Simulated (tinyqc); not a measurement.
RKS/LDA (PW92) in the sto-6g basis, for HF, spin multiplicity 1, step by step. One step of it, computed by the program tinyqc.

Question. Iteration 2: building the Kohn-Sham matrix. J_ij = sum D_kl (ij|kl); F = H + J + V_xc; E = tr D H + tr D J / 2 + E_xc + E_nn.

D after iteration 1, order 1F 1s, 1F 2s, 1F 2px, 1F 2py, 1F 2pz, 2H 1s:
$$\begin{pmatrix}
2.116870 & -0.518696 & 0.000000 & 0.000000 & 0.059864 & 0.065337 \\
-0.518696 & 2.377171 & 0.000000 & 0.000000 & -0.374070 & -0.616932 \\
0.000000 & 0.000000 & 2.000000 & 0.000000 & 0.000000 & 0.000000 \\
0.000000 & 0.000000 & 0.000000 & 2.000000 & 0.000000 & 0.000000 \\
0.059864 & -0.374070 & 0.000000 & 0.000000 & 0.359764 & 0.716554 \\
0.065337 & -0.616932 & 0.000000 & 0.000000 & 0.716554 & 1.435739
\end{pmatrix}$$

core Hamiltonian H = T + V (hartree), order 1F 1s, 1F 2s, 1F 2px, 1F 2py, 1F 2pz, 2H 1s:
$$\begin{pmatrix}
-40.994956 & -9.141627 & 0.000000 & 0.000000 & -0.015550 & -1.954335 \\
-9.141627 & -10.959092 & 0.000000 & 0.000000 & -0.176430 & -4.011855 \\
0.000000 & 0.000000 & -8.751433 & 0.000000 & 0.000000 & 0.000000 \\
0.000000 & 0.000000 & 0.000000 & -8.751433 & 0.000000 & 0.000000 \\
-0.015550 & -0.176430 & 0.000000 & 0.000000 & -8.865783 & -2.600413 \\
-1.954335 & -4.011855 & 0.000000 & 0.000000 & -2.600413 & -5.392710
\end{pmatrix}$$

Two-electron integrals (ij|kl) in chemists' order, unique and non-zero (hartree):
```
(11|11) 5.406240   (21|11) 0.768129   (21|21) 0.138909   (22|11) 1.266271
(22|21) 0.283987   (22|22) 0.926367   (31|31) 0.029452   (32|31) 0.044681
(32|32) 0.204753   (33|11) 1.266273   (33|21) 0.283987   (33|22) 0.926366
(33|33) 0.998085   (41|41) 0.029452   (42|41) 0.044681   (42|42) 0.204753
(43|43) 0.053789   (44|11) 1.266273   (44|21) 0.283987   (44|22) 0.926366
(44|33) 0.890506   (44|44) 0.998085   (51|51) 0.029452   (52|51) 0.044681
(52|52) 0.204753   (53|53) 0.053789   (54|54) 0.053789   (55|11) 1.266273
(55|21) 0.283987   (55|22) 0.926366   (55|33) 0.890506   (55|44) 0.890506
(55|55) 0.998085   (61|11) 0.174190   (61|21) 0.030181   (61|22) 0.060309
(61|33) 0.060204   (61|44) 0.060204   (61|51) 0.001305   (61|52) 0.002544
(61|55) 0.060519   (61|61) 0.006667   (62|11) 0.415507   (62|21) 0.094465
(62|22) 0.340703   (62|33) 0.336010   (62|44) 0.336010   (62|51) 0.006796
(62|52) 0.049891   (62|55) 0.350088   (62|61) 0.020500   (62|62) 0.151024
(63|31) 0.010812   (63|32) 0.060790   (63|53) 0.010553   (63|63) 0.022898
(64|41) 0.010812   (64|42) 0.060790   (64|54) 0.010553   (64|64) 0.022898
(65|11) 0.270560   (65|21) 0.062415   (65|22) 0.240686   (65|33) 0.230224
(65|44) 0.230224   (65|51) 0.014837   (65|52) 0.094849   (65|55) 0.261612
(65|61) 0.014180   (65|62) 0.130942   (65|65) 0.135904   (66|11) 0.546182
(66|21) 0.126495   (66|22) 0.522059   (66|33) 0.503877   (66|44) 0.503877
(66|51) 0.012290   (66|52) 0.123276   (66|55) 0.558422   (66|61) 0.027704
(66|62) 0.288930   (66|65) 0.290894   (66|66) 0.774999
```

nuclear repulsion = 5.13210657 hartree

V_xc (hartree), order 1F 1s, 1F 2s, 1F 2px, 1F 2py, 1F 2pz, 2H 1s:
$$\begin{pmatrix}
-3.300277 & -0.425660 & 0.000000 & 0.000000 & 0.002945 & -0.098711 \\
-0.425660 & -0.895275 & 0.000000 & 0.000000 & 0.000150 & -0.319416 \\
0.000000 & 0.000000 & -0.912986 & 0.000000 & 0.000000 & 0.000000 \\
0.000000 & 0.000000 & 0.000000 & -0.912986 & 0.000000 & 0.000000 \\
0.002945 & 0.000150 & 0.000000 & 0.000000 & -0.859873 & -0.229198 \\
-0.098711 & -0.319416 & 0.000000 & 0.000000 & -0.229198 & -0.534038
\end{pmatrix}$$

E_xc = sum of w rho eps_xc = -10.12601359 hartree

Give: Coulomb J; Kohn-Sham matrix F; total energy of this density.

Answer.

Coulomb J (hartree), order 1F 1s, 1F 2s, 1F 2px, 1F 2py, 1F 2pz, 2H 1s:
$$\begin{pmatrix}
19.8603 & 3.5536 & 0.0000 & 0.0000 & 0.0008 & 0.7773 \\
3.5536 & 9.3088 & 0.0000 & 0.0000 & 0.1039 & 3.4438 \\
0.0000 & 0.0000 & 9.3323 & 0.0000 & 0.0000 & 0.0000 \\
0.0000 & 0.0000 & 0.0000 & 9.3323 & 0.0000 & 0.0000 \\
0.0008 & 0.1039 & 0.0000 & 0.0000 & 9.2618 & 2.4787 \\
0.7773 & 3.4438 & 0.0000 & 0.0000 & 2.4787 & 5.5683
\end{pmatrix}$$

Kohn-Sham matrix F (hartree), order 1F 1s, 1F 2s, 1F 2px, 1F 2py, 1F 2pz, 2H 1s:
$$\begin{pmatrix}
-24.4350 & -6.0137 & 0.0000 & 0.0000 & -0.0118 & -1.2757 \\
-6.0137 & -2.5456 & 0.0000 & 0.0000 & -0.0724 & -0.8875 \\
0.0000 & 0.0000 & -0.3322 & 0.0000 & 0.0000 & 0.0000 \\
0.0000 & 0.0000 & 0.0000 & -0.3322 & 0.0000 & 0.0000 \\
-0.0118 & -0.0724 & 0.0000 & 0.0000 & -0.4639 & -0.3509 \\
-1.2757 & -0.8875 & 0.0000 & 0.0000 & -0.3509 & -0.3584
\end{pmatrix}$$

total energy of this density = -98.949554 hartree
